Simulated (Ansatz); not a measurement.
Harmonic frequencies (cm⁻¹) at PBE0-D4/def2-TZVP from Ansatz: 636, 636, 772, 772, 2084, 3427, 3528.

**Question.** Which molecule is it?
A. `C#C`
B. CH₄
C. `Cl[SiH](Cl)Cl`
D. NH₃

**Answer.** A.
